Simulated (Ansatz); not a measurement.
# H2MgN: the cost of one run

Program: Ansatz 0.2.0, Gaussian basis. Level of theory: def2-QZVPP, all electrons in the functionals, frozen cores in the correlation of double hybrids and RPA. These are calculated values, not measurements.

The runs, in order: B2PLYP, at charge 0, doublet; charge 0, quartet; charge 1, singlet; charge 1, triplet.

2 further runs of the same task are left out: 2 set aside as unsound or not needed.

**1. The system**

The geometry is a PBE0/def2-TZVP stationary point (not a proven minimum).

4 atoms, charge 0, spin multiplicity 2.

Atoms are counted from 1 here; the program's logs count them from 0.

Bond lengths: N1–Mg2 1.870 Å, N1–H3 1.009 Å, Mg2–H4 1.693 Å. Angles: Mg2–N1–H3 180.0°, N1–Mg2–H4 180.0°.

No dispersion term is added.

The geometry shown and the zero of energy belong to the point charge 0, doublet. The yardstick, UCCSD(T), and other wave-function levels (R restricted, U unrestricted, valence and pair active spaces) come from earlier runs.

**2. B2PLYP, charge 0, doublet**

in.yaml

```yaml
crystal:
  periodic: [false, false, false]
  atoms:
    - {symbol: N, position_ang: [0.000000, 0.000000, 1.105875]}
    - {symbol: Mg, position_ang: [0.000000, 0.000000, -0.763925]}
    - {symbol: H, position_ang: [0.000000, 0.000000, 2.114975]}
    - {symbol: H, position_ang: [0.000000, 0.000000, -2.456925]}
basis:
  gaussian: {orbitals: "def2-QZVPP.json"}
magnetization: {spin_polarized: true, initial_magnetization: 1}
hamiltonian: {xc: {name: B2PLYP}}
correlation: {electrons: outside_noble_gas}
```

Launch:

```bash
ansatz run in.yaml --threads 1 --pin off --events-out ev --progress --plain --max-ram 2393MiB
```

**Question.** How long does this run take on 1 thread of Arm Neoverse V1, shared host, and how much memory does it need?

About 17 s, with a peak of 0.44 GiB.
